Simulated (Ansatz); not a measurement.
Basis sets compared for the cluster P₃⁻. The state is a singlet with charge -1. Geometry PBE-D4/def2-TZVPD. Ansatz on 4 threads of Arm Neoverse V2 on a shared host; times are rough, and most runs start from earlier orbitals.

```xyz
3

P     1.5270    1.1920    0.3251
P     0.0001   -0.0001   -0.0001
P    -1.5270   -1.1920   -0.3251
```

At PBE-D4/def2-SVPD the highest occupied level of the charge -1 singlet lies above zero (up to 0.12 eV). By energy differences its removal costs 2.65 eV (vertical, to the charge 0 doublet, at LC-ωPBE (ω = 0.30 bohr⁻¹)/def2-TZVPD). The structure comes from a short search, and lower isomers may exist.

```csv
level,functions,energy (Eh),HOMO (eV),LUMO (eV),wall time
PBE-D4/def2-SVPD,72,-1023.3140,0.12,2.85,0.41 s
PBE0-D4/def2-SVPD,72,-1023.3850,-0.75,3.45,0.45 s
```

**Question.** Estimate the rows for PBE-D4/def2-TZVPD (with forces), PBE0-D4/def2-TZVPD.

**Answer.** 
```
                          level  functions  energy (Eh)  HOMO (eV)  LUMO (eV)  wall time
PBE-D4/def2-TZVPD (with forces)        129   -1023.6699      -0.15       2.53     0.75 s
             PBE0-D4/def2-TZVPD        129   -1023.7375      -0.98       3.14      1.1 s
```
